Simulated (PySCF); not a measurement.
Numbering as in the mapped SMILES `[CH3:1]/[CH:2]=[CH:3]\[CH2:4][F:5]`; H(Xn) means a hydrogen on atom n.

PySCF 2.14.0 with density-fitted response routines calculation with couplings computed with B3LYP/pcJ-1 (spin–dipole term only in couplings to heteroatoms), PBE0/pcSseg-1 with gauge-including orbitals and geometry from GFN2-xTB; one conformer, no relativistic terms, rapidly exchanging positions averaged, in vacuum.

List the cross peaks expected in HSQC, COSY and HMBC spectra.

Results:



HSQC (one-bond C–H):
```
          δH          δC  $^{1}J$(C,H) (Hz)
6.06 (H(C3))  138.1 (C3)                166
5.70 (H(C2))  131.1 (C2)                162
5.57 (H(C4))   85.1 (C4)                153
1.66 (H(C1))   17.0 (C1)                132
```

COSY cross peaks (|J| ≥ 2 Hz):
```
          δH            δH  abs. J (Hz)  bonds
6.06 (H(C3))  5.70 (H(C2))         13.0      3
6.06 (H(C3))  5.57 (H(C4))          3.9      3
6.06 (H(C3))  1.66 (H(C1))          2.3      4
5.70 (H(C2))  5.57 (H(C4))          3.6      4
5.70 (H(C2))  1.66 (H(C1))          7.9      3
5.57 (H(C4))  1.66 (H(C1))          2.5      5
```

HMBC (two and three bonds, |J| ≥ 2.5 Hz):
```
          δH                   δC [abs. J in Hz]
6.06 (H(C3))                    17.0 (C1) [11.3]
5.70 (H(C2))   85.1 (C4) [11.8], 17.0 (C1) [4.5]
5.57 (H(C4))  138.1 (C3) [3.6], 131.1 (C2) [4.1]
1.66 (H(C1))  138.1 (C3) [6.3], 131.1 (C2) [6.7]
```

Scale: TMS for $^{1}$H and $^{13}$C (reference shieldings calculated alike).

Short H···H contacts in this conformer between protons four or more bonds apart (candidates for NOE cross peaks, intensity ∝ r⁻⁶): H(C1)···H(C4) 2.40 Å.

Common functionals overestimate the size of one-bond C–F couplings by tens of Hz; these are unscaled. Unscaled 3J(H,H) at this level run about 10 % above measured values. Shifts are as computed. Against solution values, carbons near 30 ppm lie about +3 ppm off and those near 130 ppm about +5 ppm. Of 1211 compounds with measured shifts, 218 miss one by over three times the rms of a fit or turn the order of signals round; such compounds aren't used in these exercises. Couplings across =CH–CH2 type bonds come from one rotamer and its mirror image, and can be 1–2 Hz further off. Vicinal couplings across rotatable single bonds and in flexible rings belong to the one computed conformer; a conformer average would change them.
